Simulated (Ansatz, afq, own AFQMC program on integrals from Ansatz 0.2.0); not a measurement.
Where AFQMC and coupled cluster stand for AlH, triplet

```yaml
atoms:
  - { symbol: Al, position_ang: [0.0000, 0.0000, 0.0000] }
  - { symbol: H, position_ang: [0.0000, 0.0000, 2.9700] }
```

Basis cc-pVTZ. Only valence electrons are correlated. AFQMC by an in-house program on the Cholesky factors that Ansatz 0.2.0 writes for its CCSD(T) run. ph-AFQMC/CISD is guided by a CISD state made of CCSD amplitudes; releasing the constraint for a short imaginary time cuts its bias at the price of noise, slowly where states lie close. Error bars are statistical, one sigma.

Determinant: UHF, the one that the program's search chose, which needn't be the lowest solution. The geometry is a point of a scan.

Full CI on the same integrals is exact in this basis and with this determinant's frozen core.

Cautions: lower spins were not checked.

```
T1 diagnostic                               : 0.0200
weight of the determinant in the CISD state : 0.928
⟨S²⟩ of the determinant                     : 2.029
size of the correlated space                : 4 electrons in 43 orbitals
```

Question: Estimate: order these by the size of their error in total energy against full CI, smallest first.
A. CCSDT(Q)
B. phaseless AFQMC with a CISD trial
C. phaseless AFQMC with the Hartree–Fock trial
D. CCSD(T)

Answer: A (0.00 kcal/mol), B (0.16 ± 0.02 kcal/mol), D (0.34 kcal/mol), C (2.14 ± 0.28 kcal/mol).

Reference: full CI, correlation energy -1.477 eV.

A walk keeps the symmetry of its determinant, which the program's search chose and which needn't be the lowest solution, so a lower state of the same spin and another symmetry isn't excluded.
